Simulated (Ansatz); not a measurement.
**1T (CdI2-type) CdI2**

Calculation: LDA (PAW; Ansatz, a first-principles code).

Settings: plane-wave cutoff 520 eV, 12×12×6 k mesh (along the axes of the cell as run), perturbation theory, scalar-relativistic PAW data made under PBE.

Cell (measured lattice):

```cif
data_CdI2
_chemical_formula_sum 'Cd1 I2'
_space_group_name_H-M_alt 'P 1'
_space_group_IT_number 1
_cell_length_a 4.24400
_cell_length_b 4.24400
_cell_length_c 6.85900
_cell_angle_alpha 90.000
_cell_angle_beta 90.000
_cell_angle_gamma 120.000
loop_
_space_group_symop_operation_xyz
  'x, y, z'
loop_
_atom_site_label
_atom_site_type_symbol
_atom_site_fract_x
_atom_site_fract_y
_atom_site_fract_z
_atom_site_occupancy
Cd1 Cd 0.00000 0.00000 0.00000 1
I1 I 0.66667 0.33333 0.24280 1
I2 I 0.33333 0.66667 0.75720 1
```

* **electronic dielectric constant ε∞ (mean over three axes)**: 5.41
* **static dielectric constant (mean over three axes)**: 10.6

Note: the cell isn't this level's own, so it is under some stress, which shifts stiffness and frequencies.

Spin–orbit coupling is not included.

It cost roughly 50 core-minutes of CPU time.
